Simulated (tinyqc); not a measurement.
ROHF in the sto-3g basis, for H2O, spin multiplicity 3, step by step. This run ends on a higher stationary point, not on the lowest solution. One step of it, computed by the program tinyqc.

Question. Iteration 2: diagonalisation and new density. Diagonalise F' = X^T F X, C = X C', fill 6 alpha and 4 beta electrons from the bottom; D(s) = C_occ C_occ^T. Each column has its largest component positive (the first on a tie).

extrapolated F (hartree), order 1O 1s, 1O 2s, 1O 2px, 1O 2py, 1O 2pz, 2H 1s, 3H 1s:
```
[[-20.359687, -5.186747, 0.000000, 0.000000, -0.024461, -0.808405, -0.808405],
 [-5.186747, -2.455143, 0.000000, 0.000000, -0.063740, -0.777516, -0.777516],
 [0.000000, 0.000000, -0.136745, 0.000000, 0.000000, 0.000000, 0.000000],
 [0.000000, 0.000000, 0.000000, -0.397411, 0.000000, -0.317656, 0.317656],
 [-0.024461, -0.063740, 0.000000, 0.000000, -0.401766, -0.331717, -0.331717],
 [-0.808405, -0.777516, 0.000000, -0.317656, -0.331717, -0.402133, -0.217506],
 [-0.808405, -0.777516, 0.000000, 0.317656, -0.331717, -0.217506, -0.402133]]
```

X, order 1O 1s, 1O 2s, 1O 2px, 1O 2py, 1O 2pz, 2H 1s, 3H 1s:
```
[[1.023519, -0.135735, 0.000000, 0.000000, -0.007488, 0.018248, 0.018248],
 [-0.135735, 1.145093, 0.000000, 0.000000, 0.070997, -0.209573, -0.209573],
 [0.000000, 0.000000, 1.000000, 0.000000, 0.000000, 0.000000, 0.000000],
 [0.000000, 0.000000, 0.000000, 1.062317, 0.000000, -0.161807, 0.161807],
 [-0.007488, 0.070997, 0.000000, 0.000000, 1.040925, -0.121264, -0.121264],
 [0.018248, -0.209573, 0.000000, -0.161807, -0.121264, 1.120946, -0.069152],
 [0.018248, -0.209573, 0.000000, 0.161807, -0.121264, -0.069152, 1.120946]]
```

Give: F' = X^T F X; orbital energies; coefficients C; D(alpha) after iteration 2; D(beta) after iteration 2.

Answer.

F' = X^T F X (hartree):
```
[[-19.985, -2.688, 0.000, 0.000, -0.054, -0.085, -0.085],
 [-2.688, -1.374, 0.000, 0.000, 0.101, -0.392, -0.392],
 [0.000, 0.000, -0.137, 0.000, 0.000, 0.000, 0.000],
 [0.000, 0.000, 0.000, -0.240, 0.000, -0.314, 0.314],
 [-0.054, 0.101, 0.000, 0.000, -0.279, -0.292, -0.292],
 [-0.085, -0.392, 0.000, -0.314, -0.292, -0.049, -0.012],
 [-0.085, -0.392, 0.000, 0.314, -0.292, -0.012, -0.049]]
```

orbital energies (hartree): [-20.368, -1.241, -0.595, -0.523, -0.137, 0.317, 0.432]

coefficients C, order 1O 1s, 1O 2s, 1O 2px, 1O 2py, 1O 2pz, 2H 1s, 3H 1s:
```
[[0.995, -0.243, 0.000, 0.079, 0.000, 0.000, 0.111],
 [0.024, 0.911, 0.000, -0.401, 0.000, 0.000, -0.656],
 [0.000, 0.000, 0.000, 0.000, 1.000, 0.000, 0.000],
 [0.000, 0.000, 0.688, 0.000, 0.000, 0.842, 0.000],
 [0.003, 0.080, 0.000, 0.796, 0.000, 0.000, -0.691],
 [-0.004, 0.124, 0.399, 0.276, 0.000, -0.759, 0.721],
 [-0.004, 0.124, -0.399, 0.276, 0.000, 0.759, 0.721]]
```

D(alpha) after iteration 2, order 1O 1s, 1O 2s, 1O 2px, 1O 2py, 1O 2pz, 2H 1s, 3H 1s:
```
[[1.055, -0.230, 0.000, 0.000, 0.047, -0.013, -0.013],
 [-0.230, 0.992, 0.000, 0.000, -0.247, 0.002, 0.002],
 [0.000, 0.000, 1.000, 0.000, 0.000, 0.000, 0.000],
 [0.000, 0.000, 0.000, 1.181, 0.000, -0.364, 0.364],
 [0.047, -0.247, 0.000, 0.000, 0.640, 0.230, 0.230],
 [-0.013, 0.002, 0.000, -0.364, 0.230, 0.826, -0.643],
 [-0.013, 0.002, 0.000, 0.364, 0.230, -0.643, 0.826]]
```

D(beta) after iteration 2, order 1O 1s, 1O 2s, 1O 2px, 1O 2py, 1O 2pz, 2H 1s, 3H 1s:
```
[[1.055, -0.230, 0.000, 0.000, 0.047, -0.013, -0.013],
 [-0.230, 0.992, 0.000, 0.000, -0.247, 0.002, 0.002],
 [0.000, 0.000, 0.000, 0.000, 0.000, 0.000, 0.000],
 [0.000, 0.000, 0.000, 0.473, 0.000, 0.274, -0.274],
 [0.047, -0.247, 0.000, 0.000, 0.640, 0.230, 0.230],
 [-0.013, 0.002, 0.000, 0.274, 0.230, 0.251, -0.067],
 [-0.013, 0.002, 0.000, -0.274, 0.230, -0.067, 0.251]]
```
